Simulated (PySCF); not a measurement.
C₂H₆S, charge -1, doublet, at a GFN2-xTB geometry of the parent state (a state made from the parent by changing its charge; the spin is typed, not shown lowest) (in this run its highest filled SCF level lies above zero, so its values depend strongly on the basis, on diffuse functions most of all); CAMB3LYP/STO-3G run with PySCF.

PySCF was given this input:
```python
from pyscf import gto, scf, dft

mol = gto.Mole()
mol.atom = '''
    C     1.520616    0.691102   -0.005370
    C     0.011604    0.831165    0.003177
    S    -0.761806   -0.837889    0.000775
    H    -2.020391   -0.404145    0.009138
    H    -0.330410    1.349655    0.898847
    H    -0.339868    1.356605   -0.884748
    H     1.984528    1.675249   -0.003995
    H     1.855539    0.144186    0.873179
    H     1.846181    0.151063   -0.891656
'''
mol.basis = 'sto-3g'
mol.charge = -1
mol.spin = 1
mol.verbose = 5
mol.build()

mf = dft.UKS(mol)
mf.xc = 'camb3lyp'
mf.kernel()
mf.analyze()
```

Problem. Predict the main parts of the log of this PySCF run.

Solution. 
```
PySCF version 2.14.0

[INPUT] verbose = 5
[INPUT] max_memory = 4000
[INPUT] num. atoms = 9
[INPUT] num. electrons = 35
[INPUT] charge = -1
[INPUT] spin (= nelec alpha-beta = 2S) = 1
[INPUT] symmetry False subgroup None
[INPUT] Mole.unit = angstrom
[INPUT] Symbol           X                Y                Z      unit          X                Y                Z       unit  Magmom
[...]
[INPUT] ---------------- BASIS SET ----------------
[INPUT] l, kappa, [nprim/nctr], expnt,             c_1 c_2 ...
[INPUT] C
[...]
                                13.045096         0.53532814
                                3.5305122         0.44463454
[...]
                                0.6834831         0.39951283
                                0.2222899         0.70011547
[...]
                                0.6834831         0.60768372
                                0.2222899         0.39195739
[INPUT] S
[...]
                                97.1095183        0.5353281423
                                26.28162542       0.4446345422
[...]
                                7.745117521       0.3995128261
                                2.518952599       0.7001154689
[...]
                                0.5661400518      0.2255954336
                                0.2215833792      0.900398426
[...]
                                7.745117521       0.6076837186
                                2.518952599       0.3919573931
[...]
                                0.5661400518      0.5951670053
                                0.2215833792      0.462001012
[INPUT] H
[...]
                                0.62391373        0.53532814
                                0.1688554         0.44463454

nuclear repulsion = 107.456703159374
number of shells = 17
number of NR pGTOs = 75
number of NR cGTOs = 25
basis = sto-3g
ecp = {}

******** <class 'pyscf.dft.uks.UKS'> ********
method = UKS
initial guess = minao
damping factor = 0
level_shift factor = 0
DIIS = <class 'pyscf.scf.diis.CDIIS'>
diis_start_cycle = 1
diis_space = 8
diis_damp = 0
SCF conv_tol = 1e-09
SCF conv_tol_grad = None
SCF max_cycles = 50
direct_scf = True
direct_scf_tol = 1e-13
number electrons alpha = 18  beta = 17
XC library pyscf.dft.libxc version 7.1.2
    S. Lehtola, C. Steigemann, M. J. T. Oliveira, and M. A. L. Marques,  SoftwareX 7, 1–5 (2018)
XC functionals = camb3lyp
    T. Yanai, D. P. Tew, and N. C. Handy,  Chem. Phys. Lett. 393, 51 (2004)
radial grids:
[...]
converged SCF energy = -472.209480330754  <S^2> = 0.75265648  2S+1 = 2.0026547
Total Energy =                        -472.209480330753763
[...]
7 H 1s          -0.32484   0.29133  -0.16072  -0.03691   0.19948
8 H 1s          -0.32484   0.29133  -0.16072  -0.03691  -0.19948

To work with the spin densities directly, `use mulliken_meta_spin()` only printing them here.

 ** Mulliken spin pop alpha/beta on meta-lowdin orthogonal AOs **
 ** Mulliken Spin Density (per AO)  **
spin_pop of  0 C 1s        0.00000
spin_pop of  0 C 2s       -0.00236
spin_pop of  0 C 2px      -0.01431
spin_pop of  0 C 2py       0.00800
spin_pop of  0 C 2pz      -0.00319
spin_pop of  1 C 1s        0.00001
spin_pop of  1 C 2s        0.08017
spin_pop of  1 C 2px       0.07912
spin_pop of  1 C 2py       0.28968
spin_pop of  1 C 2pz       0.01780
spin_pop of  2 S 1s        0.00000
spin_pop of  2 S 2s        0.00006
spin_pop of  2 S 3s        0.02925
spin_pop of  2 S 2px       0.00029
spin_pop of  2 S 2py       0.00036
spin_pop of  2 S 2pz       0.00000
spin_pop of  2 S 3px       0.24573
spin_pop of  2 S 3py       0.25057
spin_pop of  2 S 3pz       0.00042
spin_pop of  3 H 1s        0.01299
spin_pop of  4 H 1s       -0.01860
spin_pop of  5 H 1s       -0.01860
spin_pop of  6 H 1s        0.02225
spin_pop of  7 H 1s        0.01018
spin_pop of  8 H 1s        0.01018
 ** Mulliken Spin Density (per atom)  **
spin density of  0 C =     -0.01187
spin density of  1 C =      0.46679
spin density of  2 S =      0.52668
spin density of  3 H =      0.01299
spin density of  4 H =     -0.01860
spin density of  5 H =     -0.01860
spin density of  6 H =      0.02225
spin density of  7 H =      0.01018
spin density of  8 H =      0.01018
 ** Mulliken pop alpha/beta on meta-lowdin orthogonal AOs **
 ** Mulliken pop       alpha | beta **
[...]
In total            18.00000 | 17.00000
 ** Mulliken atomic charges   ( Nelec_alpha | Nelec_beta ) **
charge of  0C =     -0.15163  (     3.06988      3.08175 )
charge of  1C =     -0.26630  (     3.36654      2.89976 )
charge of  2S =     -0.31185  (     8.41927      7.89259 )
charge of  3H =     -0.17410  (     0.59354      0.58055 )
charge of  4H =     -0.04571  (     0.51356      0.53215 )
charge of  5H =     -0.04571  (     0.51356      0.53215 )
charge of  6H =     -0.01693  (     0.51959      0.49734 )
charge of  7H =      0.00611  (     0.50203      0.49186 )
charge of  8H =      0.00611  (     0.50203      0.49186 )

WARN: System has nonzero charge -1; the dipole moment is origin-dependent.
Location of origin: [0. 0. 0.]

Dipole moment(X, Y, Z, Debye):  1.40377,  0.93597, -0.00380
```
